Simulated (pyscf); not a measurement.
Structures and frequencies: ωB97X-D3(BJ)/def2-SVP in PySCF. Correlated levels are frozen-core, on RHF or UHF. ΔMP2 is the change of the MP2 total energy from the triple- to the quadruple-zeta basis.

Task: For HO–BH–F → HB=O + HF, an elimination (singlet surface; B–F, H–O broken, F–H formed), PBE/def2-TZVP gives ΔE‡ = 53.0 kcal/mol and ΔE = +48.0 kcal/mol (zero: the reactant's lowest minimum found). In which direction and how far do r²SCAN/def2-TZVP, B3LYP-D3(BJ)/def2-TZVP, CCSD(T)/def2-TZVPP + ΔMP2(QZVPP) move these?

Result: r²SCAN: ΔE‡ = 57.2 kcal/mol, ΔE = +51.4 kcal/mol; B3LYP-D3(BJ): ΔE‡ = 58.4 kcal/mol, ΔE = +48.5 kcal/mol; CCSD(T): ΔE‡ = 59.7 kcal/mol, ΔE = +46.6 kcal/mol. PBE's barrier lies under all of them, by 4.3 to 6.7 kcal/mol. Its reaction energy lies among theirs. On the product side the descent ends in a complex, 5.9 kcal/mol under the separated species and 15.2 kcal/mol under the saddle at ωB97X-D3(BJ)/def2-TZVP. One saddle was located; it need not be the lowest between these sides. The CCSD(T) − MP2 part came from Ansatz, without density fitting, on the same reference.
